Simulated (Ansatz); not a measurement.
Geometry optimisation, RKS PBE/cc-pVDZ (Ansatz).

input.yaml

```yaml
crystal:
  periodic: [false, false, false]
  atoms:
    - { symbol: Al, position_ang: [0.0, 0.0, 0.0] }
    - { symbol: F, position_ang: [0.0, 0.0, 1.69] }
    - { symbol: F, position_ang: [1.4635, 0.0, -0.845] }
    - { symbol: H, position_ang: [-1.351, 0.0, -0.78] }
basis:
  gaussian: { orbitals: cc-pVDZ }
hamiltonian:
  xc: pbe
relax:
  f_tol: 0.02
  max_steps: 40
```

Command:

```bash
$ ansatz run input.yaml --threads 1 --pin off --max-ram 2048MiB --backend cpu --events-out ev --progress --plain --runs-dir out
```

Q: Where does it end, and by what steps?

A: The forces met the threshold. After 3 steps the energy has fallen by 0.006 eV; H4 moved furthest, 0.03 Å.

| step | energy less start (eV) | largest force component (eV/Å) | accepted |
| --- | --- | --- | --- |
| 0 | 0.0000 | 0.239 | yes |
| 1 | -0.0046 | 0.110 | yes |
| 2 | -0.0059 | 0.044 | yes |
| 3 | -0.0061 | 0.002 | yes |

```xyz
4
Properties=species:S:1:pos:R:3
Al -0.009 0.000 -0.005
F 0.022 0.000 1.691
F 1.476 0.000 -0.826
H -1.377 0.000 -0.795
```

Run time: 4.5 s on 1 thread of Arm Neoverse V2 (shared host), peak memory 0.1 GiB.
